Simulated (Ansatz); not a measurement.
C3H6OS (`SCC1CO1`), relaxed with RKS PBE-D4/def2-SVP in Ansatz 0.2.0 from a rough embedded geometry. The force threshold is 0.03 eV/Å; the program also tests the step.

Total charge 0; spin multiplicity 1.

Start:

```xyz
11

S     1.644    0.338    1.719
C     0.841   -0.320    0.215
C    -0.594    0.156    0.259
C    -1.435    0.186   -1.024
O    -0.876    1.344   -0.440
H     2.862   -0.167    1.388
H     0.852   -1.402    0.280
H     1.318    0.048   -0.652
H    -1.103   -0.032    1.180
H    -0.968   -0.213   -1.958
H    -2.540    0.061   -0.967
```

(1) By how much does the energy fall, and how many steps does the optimiser take? (Best estimate.)

(2) Which bonds change most? (An estimate is asked.)

(3) Give the relaxed structure. (An estimate is asked.)

## Answers

(1) Computed: 21.28 kJ/mol, in 7 steps, 1 of them rejected.

(2) The calculation gave: C3–C4 from 1.534 to 1.476 Å; C2–H8 from 1.056 to 1.109 Å; C3–H9 from 1.069 to 1.109 Å; C2–H7 from 1.085 to 1.109 Å.

(3) Computed: 
```xyz
11

S     1.757    0.565    1.538
C     0.832   -0.312    0.202
C    -0.618    0.103    0.231
C    -1.416    0.193   -1.007
O    -0.941    1.368   -0.353
H     2.810   -0.296    1.566
H     0.899   -1.406    0.373
H     1.271   -0.075   -0.788
H    -1.144   -0.112    1.183
H    -0.940   -0.048   -1.978
H    -2.509    0.019   -0.966
```
